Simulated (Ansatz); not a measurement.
**Basis-set limit of CH₄AlS, doublet**

```json
{"atom": "C", "x (Å)": "-0.0813", "y (Å)": "1.1562", "z (Å)": "-0.1904"}
{"atom": "Al", "x (Å)": "-0.6283", "y (Å)": "-0.7277", "z (Å)": "0.0152"}
{"atom": "S", "x (Å)": "0.7849", "y (Å)": "-2.1160", "z (Å)": "1.0011"}
{"atom": "H", "x (Å)": "-0.8174", "y (Å)": "1.7613", "z (Å)": "-0.7410"}
{"atom": "H", "x (Å)": "0.0628", "y (Å)": "1.6123", "z (Å)": "0.8046"}
{"atom": "H", "x (Å)": "0.8821", "y (Å)": "1.2108", "z (Å)": "-0.7266"}
{"atom": "H", "x (Å)": "1.7380", "y (Å)": "-1.1755", "z (Å)": "1.2047"}
```

Ansatz 0.2.0, UHF determinant, valence electrons correlated. Energies in eV.

| set | X | functions | Hartree–Fock | MP2 correlation | CCSD(T) correlation | time |
| --- | --- | --- | --- | --- | --- | --- |
| def2-TZVPP | 3 | 171 | -18495.6530 | -11.2748 | -12.8714 | 7 s on 1 × NVIDIA H100 80GB HBM3 with 1 thread of AMD EPYC 7R13 Processor (Zen 3), with other jobs on the host |
| def2-QZVPP | 4 | 317 | -18496.1988 | -12.1424 | -13.6717 | 24 s on 1 × NVIDIA H100 80GB HBM3 with 1 thread of AMD EPYC 7R13 Processor (Zen 3), with other jobs on the host |

Hartree–Fock is taken to follow E(X) = E∞ + A·exp(−7.88·√X), correlation E(X) = E∞ + B·X^−2.97.

Problem. Work out the CCSD(T) energy at the limit, and how far the shortcut misses it that extrapolates MP2 and adds CCSD(T) minus MP2 from the smaller set.

Solution. Hartree–Fock: E∞ = E4 + 0.1377·(E4 − E3) = -18496.2739. Correlation: E∞ = E4 + 0.7407·(E4 − E3) = -14.2645 for CCSD(T) and -12.7850 for MP2. The limit is -18510.5385 eV, 0.668 eV below def2-QZVPP. The shortcut gives a correlation energy of -12.7850 + (-1.5966) = -14.3815, 117 meV lower than the direct value.

Past Ne part of the Hartree–Fock step between the two sets comes from the cores, which don't follow the formula, so the 75 meV that it adds to the total can overshoot; that part largely cancels in differences.
